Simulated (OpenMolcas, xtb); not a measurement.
A ladder of methods for BNH3 (SMILES [BH]N)

BNH3 has 5 atoms, charge 0, and is taken as a doublet. SMILES: `[BH]N`. Geometry: relaxed at GFN2-xTB. This is one conformer, not always the lowest.

```xyz
5

B     0.7058   -0.3416    0.5400
N    -0.1687    0.4034   -0.2106
H     0.5367   -1.4869    0.7238
H    -1.0067    0.0361   -0.6531
H    -0.0671    1.3891   -0.4000
```

Each level gives the vertical energy of the quartet above the doublet (eV). The values are calculated.

| level | kind | program | value (eV) | less FCI/STO-3G | CPU time (all runs) |
| --- | --- | --- | --- | --- | --- |
| GFN2-xTB | semi-empirical | xtb | 7.34 | +0.05 | under 2 s |
| ROHF/STO-3G | Hartree–Fock | OpenMolcas | 6.59 | -0.70 | 6 s |
| USVWN5/STO-3G | LDA | OpenMolcas | 7.95 | +0.66 | 15 s |
| UPBE/STO-3G | GGA | OpenMolcas | 7.76 | +0.47 | 19 s |
| U-r2SCAN/STO-3G | meta-GGA | OpenMolcas | 7.52 | +0.23 | 25 s |
| UB3LYP/STO-3G | global hybrid | OpenMolcas | 7.81 | +0.52 | 20 s |
| UM06-2X/STO-3G | hybrid meta-GGA | OpenMolcas | 7.92 | +0.63 | 20 s |
| CASSCF(3,3)/STO-3G | multireference | OpenMolcas | 6.85 | -0.44 | 5 s |
| FCI/STO-3G | exact in the basis | OpenMolcas | 7.29 | 0.00 | 28 s |

FCI/STO-3G is exact within its basis and frozen core, so for wave-function methods in that basis the difference is their error; functionals converge differently with the basis, so for them it is only a difference. The values span 6.59 to 7.95 eV. The xTB rows lack spin polarisation, so open shells miss the exchange term that lowers them. All rows use very small basis sets, so even the best lies far from the true value. CPU times are rough (shared hosts, several kinds of processor): they show what a rung costs within a factor of a few.
